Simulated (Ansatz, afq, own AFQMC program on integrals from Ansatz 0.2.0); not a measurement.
## GeHO⁺, triplet: AFQMC among the cluster methods

```csv
atom,x (Å),y (Å),z (Å)
Ge,0.0000,-0.0375,0.3220
O,0.0000,0.0862,-1.5290
H,0.0000,1.3375,1.0643
```

Connectivity, by distances: GeH–O.

Basis cc-pVDZ. Only valence electrons are correlated. Ansatz 0.2.0 and our own AFQMC program on the same integrals; the CISD trial comes from CCSD amplitudes, and released means the phaseless constraint is let go. Error bars are statistical, one sigma. No spin–orbit coupling.

Determinant: UHF, the one that the program's search chose, which needn't be the lowest solution. The geometry is a PBE0/def2-TZVP stationary point of this or a neighbouring charge and spin state.

No full CI on the walks' own integrals is used here; CCSDT(Q) serves as the reference and is uncertain by about the last step of the cluster series.

Cautions: no relativity below Rb; no spin-orbit coupling; inner d shell frozen; lower spins were not checked.

The T1 diagnostic is 0.0325. The weight of the determinant in the CISD state is 0.890 and the ⟨S²⟩ of the determinant is 2.041. The size of the correlated space is 10 electrons in 31 orbitals.

Reference: CCSDT(Q), correlation energy -6.378 eV. The released energy is read at 1.62 1/Eh, later times being too noisy (meV from the phaseless value at times in 1/Eh: 10 ± 16 at 0.24, -27 ± 14 at 0.51, -7 ± 13 at 0.99, -33 ± 19 at 1.62, -12 ± 31 at 2.40).

```json
{"level": "HF", "E − E(reference) (kJ/mol)": "615.3", "share of correlation (%)": "0.00"}
{"level": "MP2", "E − E(reference) (kJ/mol)": "94.8", "share of correlation (%)": "84.59"}
{"level": "CCSD", "E − E(reference) (kJ/mol)": "25.2", "share of correlation (%)": "95.91"}
{"level": "CCSD(T)", "E − E(reference) (kJ/mol)": "7.0", "share of correlation (%)": "98.86"}
{"level": "CCSDT", "E − E(reference) (kJ/mol)": "2.5", "share of correlation (%)": "99.59"}
{"level": "ph-AFQMC/CISD", "E − E(reference) (kJ/mol)": "6.7 ± 0.9", "share of correlation (%)": "98.91"}
{"level": "released AFQMC", "E − E(reference) (kJ/mol)": "3.5 ± 1.8", "share of correlation (%)": "99.43"}
```

A walk keeps the symmetry of its determinant, which the program's search chose and which needn't be the lowest solution, so a lower state of the same spin and another symmetry isn't excluded. Released energies are given only where the last usable release times agree within the noise; a slower fall can still hide under it.
